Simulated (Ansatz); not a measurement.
Ag (fcc, Cu type): values from a third-order Birch-Murnaghan fit to a volume scan beside measured ones. Computed values: PBEsol (plane waves to 420 eV, PAW, scalar-relativistic; Ansatz, a first-principles code). Ag was relaxed with its symmetry unable to fall.

```json
[
 {"quantity": "Lattice constant a (Å)", "reference": "4.062", "kind": "measured, corrected to the static lattice", "PBEsol": "4.054", "difference": "-0.2 %"},
 {"quantity": "Bulk modulus B₀ (GPa)", "reference": "110", "kind": "measured, corrected to the static lattice", "PBEsol": "119", "difference": "+8.2 %"}
]
```

For the lattice constant a it lies within 0.3 % of the reference. PBEsol overestimates the bulk modulus B₀ by 8.2 %.

References as given in: Daniel Mejia-Rodriguez, S. B. Trickey, Physical Review B (2018), arXiv:1807.09216; H. Levämäki, M. P. J. Punkkinen, K. Kokko et al., Physical Review B (2014), arXiv:1402.3671.

(A scan under strain: stresses follow from slopes of the energy per volume, elastic moduli from its curvatures.)
